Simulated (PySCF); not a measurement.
## Electric properties by functional and basis

C4H8.
Structure used (PBE0-D3(BJ)/def2-SVP), in Å, numbered top down from 1:
```
atom  x, y, z in Å
C1     1.9631    0.0629   -0.0942
C2     0.5081    0.1159   -0.4234
C3    -0.4890   -0.1220    0.4341
C4    -1.9437   -0.0778    0.1024
H5     2.4806   -0.7093   -0.6889
H6     2.1303   -0.1606    0.9701
H7     2.4623    1.0190   -0.3248
H8     0.2514    0.3706   -1.4611
H9    -0.2324   -0.3737    1.4725
H10   -2.4813    0.6387    0.7463
H11   -2.4215   -1.0594    0.2634
H12   -2.1124    0.2128   -0.9454
```

PySCF, dipoles from the SCF density, polarisabilities from static response with core orbitals frozen. Geometry: PBE0-D3(BJ)/def2-SVP; no solvent, vibrations or thermal averaging.

Reference polarisability: 7.880 Å³ (measured, gas; NIST CCCBDB Release 22 (SRD 101), experimental polarizabilities). The anisotropy is √(½[(α1 − α2)² + (α2 − α3)² + (α3 − α1)²]).

```
              level  α (Å³)  error (%)  anisotropy (Å³)
      LDA/def2-SVPD    8.22       +4.3             4.21
      PBE/def2-SVPD    8.09       +2.7             4.18
    B3LYP/def2-SVPD    7.92       +0.5             4.00
     PBE0/def2-SVPD    7.84       -0.5             3.97
BHandHLYP/def2-SVPD    7.70       -2.3             3.85
CAM-B3LYP/def2-SVPD    7.81       -0.9             3.85
  wB97X-D/def2-SVPD    7.81       -0.9             3.82
  LC-wPBE/def2-SVPD    7.59       -3.6             3.70
       HF/def2-SVPD    7.54       -4.4             3.75
        PBE0/6-31G*    6.48      -17.8             4.21
      PBE0/def2-SVP    6.80      -13.7             4.18
```

For the polarisability, the smallest error is 0.5% (B3LYP/def2-SVPD and PBE0/def2-SVPD) and the largest 17.8% (PBE0/6-31G*). The dipole stays under 0.05 D at every level. In one basis (def2-SVPD) the functionals order the polarisability from HF (lowest) to LDA (highest), a spread of 9%. With PBE0 the polarisability is 6.64 Å³ without diffuse functions (mean of 6-31G* and def2-SVP) and 7.84 Å³ with them (def2-SVPD). Measured values can belong to vibrating molecules and may average over conformers; the computed ones are for one fixed geometry.
